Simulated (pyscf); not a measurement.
`[CH3][Ga]([CH3])[OH]` + `[H][H]` -> `[CH3][GaH][CH3]` + `[OH2]`, a four-centre exchange (singlet surface; Ga–O, H–H broken, Ga–H, H–O formed). Structures and frequencies: ωB97X-D3(BJ)/def2-SVP in PySCF. Energies in eV from the separated reactants.

Small-basis levels: PySCF, no dispersion term, spherical d functions. 

Quick MP2/6-31G*+LANL2DZ single points give ΔE‡ = 1.48 eV and ΔE = +1.19 eV. What does ωB97M-D3(BJ)/def2-TZVP give, and how far is the quick result from it?

ωB97M-D3(BJ)/def2-TZVP gives ΔE‡ = 0.97 eV and ΔE = +0.58 eV. MP2/6-31G*+LANL2DZ lies 0.51 eV over it in the barrier and 0.61 eV over it in the reaction energy, so on this step it does not hold to within 0.13 eV. ωB97M-D3(BJ)/def2-TZVP has limits of its own. On the product side the descent ends in an adduct with a Ga–O contact, 0.60 eV under the separated species and 0.93 eV under the saddle at ωB97X-D3(BJ)/def2-TZVP. What is counted as broken (Ga–O) persists as a longer contact in the product adduct; parting that adduct is a step of its own. At the saddle there is also a short Ga–H contact that neither side keeps. This is the saddle that the search found; another between the same sides may lie lower. In the def2 sets elements up to Kr have no core potential.
